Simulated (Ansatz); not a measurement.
# BH5OSi: ionisation energy by level of theory

An exercise on one series of results from a longer session: the logs are not shown, and one member is left open.

The runs use Ansatz 0.2.0, Gaussian basis; unrestricted cation, the program's frozen cores in correlated methods.

The runs, in order: UKS PBE-D4/def2-TZVPP; UKS r2SCAN-D4/def2-TZVPP; UKS PBE0-D4/def2-TZVPP; UKS B3LYP-D4/def2-TZVPP; UKS wB97X-V/def2-TZVPP; UKS wB97M-V/def2-TZVPP; UKS B2PLYP/def2-TZVPP; UHF-CCSD(T)/def2-TZVPP; UHF-MP2/def2-QZVPP; extrapolation to the limit; then −ε(HOMO) from the neutral's earlier runs with LDA (SPW92), PBE-D4, revPBE-D4, BLYP-D4, r2SCAN-D4, B97M-V, PBE0-D4, B3LYP-D4, r2SCANh-D4, r2SCAN0-D4, HSE06-D4, BHLYP-D4, CAM-B3LYP-D4, LC-ωPBE, ωB97X-V, ωB97M-V.

1 further run of the same task is left out (it didn't finish).

## The geometry

An earlier PBE0-D4 in a triple-zeta def2 set relaxation fixed the geometry.

SMILES `BO[SiH3]`, 8 atoms, charge 0, spin multiplicity 1.

Atoms are counted from 1 here; the program's logs count them from 0.

Bond lengths: B1–O2 1.347 Å, B1–H4 1.204 Å, B1–H5 1.199 Å, O2–Si3 1.658 Å, Si3–H6 1.485 Å, Si3–H7 1.482 Å, Si3–H8 1.482 Å. Angles: O2–B1–H4 120.0°, O2–B1–H5 118.0°, H4–B1–H5 121.9°, B1–O2–Si3 132.3°, O2–Si3–H6 110.1°, O2–Si3–H7 107.9°, O2–Si3–H8 107.9°, H6–Si3–H7 110.4°, H6–Si3–H8 110.4°, H7–Si3–H8 110.0°.

Coordinates:

```mol
BH5OSi
  3D, bonds by distance, orders not assigned

  8  7  0  0  0  0  0  0  0  0999 V2000
   -0.3697    0.8034   -1.2882 B   0  0
    0.4374   -0.0358   -0.6117 O   0  0
    0.3696   -0.6521    0.9259 Si  0  0
   -1.3570    1.2461   -0.7599 H   0  0
   -0.0717    1.0864   -2.4141 H   0  0
   -0.8317   -0.1365    1.6310 H   0  0
    1.6021   -0.2394    1.6375 H   0  0
    0.3133   -2.1292    0.8236 H   0  0
  1  2  8  0
  2  3  8  0
  1  4  8  0
  1  5  8  0
  3  6  8  0
  3  7  8  0
  3  8  8  0
M  END
```

The first run:

Contents of in.yaml:

```yaml
crystal:
  periodic: [false, false, false]
  atoms:
    - {symbol: B, position_ang: [-0.369687, 0.803386, -1.288171]}
    - {symbol: O, position_ang: [0.437364, -0.035848, -0.611657]}
    - {symbol: Si, position_ang: [0.369563, -0.652062, 0.925937]}
    - {symbol: H, position_ang: [-1.356997, 1.246061, -0.759938]}
    - {symbol: H, position_ang: [-0.071709, 1.086387, -2.414060]}
    - {symbol: H, position_ang: [-0.831742, -0.136504, 1.630955]}
    - {symbol: H, position_ang: [1.602072, -0.239441, 1.637471]}
    - {symbol: H, position_ang: [0.313336, -2.129179, 0.823563]}
basis:
  gaussian: {orbitals: def2-TZVPP}
total_charge: 1
magnetization: {spin_polarized: true, initial_magnetization: 1}
hamiltonian: {xc: pbe, dispersion: d4}
```

Command:

```
$ ansatz run in.yaml --threads 4 --pin off --events-out ev --progress --plain --max-ram 10444MiB
```

Steps of the session up to this table: Cation, UKS PBE-D4/def2-TZVPP; Cation, UKS r2SCAN-D4/def2-TZVPP; Cation, UKS PBE0-D4/def2-TZVPP; Cation, UKS B3LYP-D4/def2-TZVPP; Cation, UKS wB97X-V/def2-TZVPP; Cation, UKS wB97M-V/def2-TZVPP; Cation, UKS B2PLYP (frozen core)/def2-TZVPP; Cation, UHF-CCSD(T)/def2-TZVPP; Cation, UHF-MP2/def2-QZVPP.

One table of the session follows, with a row left open; its other results are not shown here.

For comparison, −ε(HOMO) of the neutral from earlier runs:

```
  functional  −ε(HOMO) (eV)
 LDA (SPW92)           7.07
      PBE-D4           7.03
   revPBE-D4           7.00
     BLYP-D4           6.97
   r2SCAN-D4           7.35
      B97M-V           7.50
     PBE0-D4           8.49
    B3LYP-D4           8.30
  r2SCANh-D4           7.89
  r2SCAN0-D4           8.71
    HSE06-D4           8.08
    BHLYP-D4           9.93
CAM-B3LYP-D4           9.97
     LC-ωPBE          11.31
     ωB97X-V          10.98
     ωB97M-V              ?
```

Q: Estimate the row for ωB97M-V from the others.

**Answer.** −ε(HOMO) (eV): 10.86. In the column «−ε(HOMO) (eV)» it lies between CAM-B3LYP-D4 (9.97) and ωB97X-V (10.98).
